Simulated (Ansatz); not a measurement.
**bcc V**

Level of theory: rVV10 (PAW; Ansatz, a program for electronic structure).

Run with plane-wave cutoff 520 eV, 26×26×26 k mesh, Fermi–Dirac smearing 0.05 eV, no spin polarisation, scalar-relativistic PAW data made under PBE.

Cell (relaxed at this level):

V has the cubic space group Im-3m (No. 229), the bcc (W type) structure, Pearson symbol cI2. Lattice parameters: a = 3.0079 Å, b = 3.0079 Å, c = 3.0079 Å, α = 90.00°, β = 90.00°, γ = 90.00°. V on 2a is coordinated by 8 V at 2.605 Å and 6 V at 3.008 Å. (Neighbours: up to the widest gap in distance over summed covalent radii, below 1.35, at either atom.)
(The calculation used a cell of 1 atom; values per cell refer to that cell.)

bulk modulus B0: 185 GPa
band gap: zero (no gap)
pressure derivative B′ of the bulk modulus: 3.8

Measured, for comparison: bulk modulus 161 GPa (corrected for temperature and zero-point phonon effects, our sources range from 159 to 166; as tabulated in Levämäki et al. (2014), arXiv:1402.3671). Computed (rounded) less measured: bulk modulus +15 % (+11 % to +16 % over the range).

The computed numbers hold no vibrational or temperature effects.

Computing time: very roughly 30 core-seconds.
